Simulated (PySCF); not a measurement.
# C₄H₅P₂−: electronic excitations and core binding energies

Aim: predict the electronic excitations and core binding energies of C₄H₅P₂− (`Cc1c[p-]cp1`).

Computed with PySCF 2.14.0, with density-fitted response routines of our own, on a single molecule in the gas phase. Atoms are numbered from 0 throughout.

### Step 1. The molecule as given

11 atoms, charge -1, multiplicity 1; geometry from: GFN2-xTB.

Bonds of the start (Å): C0–C1 1.51, C1–C2 1.37, C2–P3 1.74, P3–C4 1.73, C4–P5 1.73, P5–C1 1.76, C0–H6 1.09, C0–H7 1.09, C0–H8 1.09, C2–H9 1.09, C4–H10 1.08.

### Step 2. Ultraviolet spectrum: wB97X-D/def2-SVPD

The job: settings as JSON, then the geometry in Å.

```
{"job": {"kind": "uv", "xc": "wB97X-D", "basis": "def2-SVPD", "nstates": 8, "ntriplets": 3}, "charge": -1, "multiplicity": 1}
C     -1.740835    -0.365690     0.075910
C     -0.257486    -0.126153    -0.013954
C      0.281929     1.130306     0.091686
P      2.015953     1.294237     0.006323
C      2.262433    -0.402636    -0.192040
P      0.885719    -1.444938    -0.227816
H     -2.057445    -0.446458     1.119921
H     -2.294991     0.457743    -0.380228
H     -2.008127    -1.293312    -0.429135
H     -0.343302     2.009078     0.219060
H      3.261576    -0.809506    -0.295690
```

Level: TDDFT wB97X-D/def2-SVPD, vertical, gas phase, core orbitals frozen in the response.

Started as:

```
OMP_NUM_THREADS=1 python probes_run.py task.json out
```

This one command runs all jobs of the session in turn.

**Question.** This job is followed by: delta-SCF UKS SCAN, pcX-2 on the ionised atom, pcseg-1 elsewhere, spin-free X2C. Predict these results of the whole session: lowest singlet (wB97X-D/def2-SVPD); brightest single state of those computed; lowest triplet; C1s binding energies, SCAN/pcX-2; P1s binding energies, SCAN/pcX-2; P2p binding energies, SCAN/pcX-2.

**Answer**, as computed:

```
                                quantity                                          value
      lowest singlet (wB97X-D/def2-SVPD)                    4.59 eV (270 nm), f = 0.148
brightest single state of those computed                    state 6, 5.50 eV, f = 0.161
                          lowest triplet                                        3.20 eV
        C1s binding energies, SCAN/pcX-2  C0 286.42, C1 284.62, C2 284.37, C4 284.15 eV
        P1s binding energies, SCAN/pcX-2                      P3 2143.41, P5 2143.39 eV
        P2p binding energies, SCAN/pcX-2                        P3 130.21, P5 130.20 eV
```

What this shows: The first singlet state (HOMO→LUMO+1 0.89) lies at 4.59 eV and is bright; of the 8 states computed, the strongest absorption comes from state 6 at 5.50 eV. The lowest triplet lies 1.40 eV below the lowest singlet (triplets in Tamm-Dancoff, singlets in full TDDFT). The lowest singlet lies above −ε(HOMO); no detachment energy was computed, so the anion's states may not be bound. C0 (methyl carbon on an aromatic ring) binds its C1s electron 2.27 eV more tightly than C4 (aromatic CH). The P1s levels computed lie within 0.01 eV of one another, too close to rank. The P2p levels computed lie within 0.01 eV of one another, too close to rank.
